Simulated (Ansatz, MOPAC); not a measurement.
Species: C$_{2}$Cl$_{3}$, charge 0, multiplicity 2. SMILES: Cl[C]=C(Cl)Cl

Atoms: C1, C2, Cl3, Cl4, Cl5. Bonds: C1-C2, C1-Cl3, C2-Cl4, C2-Cl5.

Bond lengths (Å) and angles (degrees) optimised at MNDO with MOPAC; PBE/6-31G* with Ansatz (an electronic-structure program); B3LYP/6-31G* with Ansatz, each started from the B3LYP-D3(BJ)/def2-TZVP structure (Ansatz) of the last column. A row stands for all coordinates that are equal there. 6-31G* holds six Cartesian d functions. No wavenumbers were computed at MNDO, PBE/6-31G*, so these may be saddle points.

```json
[
 {"coordinate": "C1-C2", "MNDO": "1.317", "PBE/6-31G*": "1.326", "B3LYP/6-31G*": "1.316", "B3LYP-D3(BJ)/def2-TZVP": "1.308"},
 {"coordinate": "C1-Cl3", "MNDO": "1.650", "PBE/6-31G*": "1.667", "B3LYP/6-31G*": "1.670", "B3LYP-D3(BJ)/def2-TZVP": "1.652"},
 {"coordinate": "C2-Cl4", "MNDO": "1.740", "PBE/6-31G*": "1.754", "B3LYP/6-31G*": "1.752", "B3LYP-D3(BJ)/def2-TZVP": "1.740"},
 {"coordinate": "C2-Cl5", "MNDO": "1.735", "PBE/6-31G*": "1.740", "B3LYP/6-31G*": "1.741", "B3LYP-D3(BJ)/def2-TZVP": "1.728"},
 {"coordinate": "C2-C1-Cl3", "MNDO": "159.8", "PBE/6-31G*": "137.2", "B3LYP/6-31G*": "137.1", "B3LYP-D3(BJ)/def2-TZVP": "137.4"},
 {"coordinate": "C1-C2-Cl4", "MNDO": "123.3", "PBE/6-31G*": "123.7", "B3LYP/6-31G*": "123.6", "B3LYP-D3(BJ)/def2-TZVP": "123.0"},
 {"coordinate": "C1-C2-Cl5", "MNDO": "121.6", "PBE/6-31G*": "120.5", "B3LYP/6-31G*": "120.8", "B3LYP-D3(BJ)/def2-TZVP": "121.3"},
 {"coordinate": "Cl4-C2-Cl5", "MNDO": "115.1", "PBE/6-31G*": "115.8", "B3LYP/6-31G*": "115.6", "B3LYP-D3(BJ)/def2-TZVP": "115.7"}
]
```

Mean signed difference of all 4 bond lengths from B3LYP-D3(BJ)/def2-TZVP: MNDO 0.004 Å, PBE/6-31G* 0.015 Å, B3LYP/6-31G* 0.013 Å.
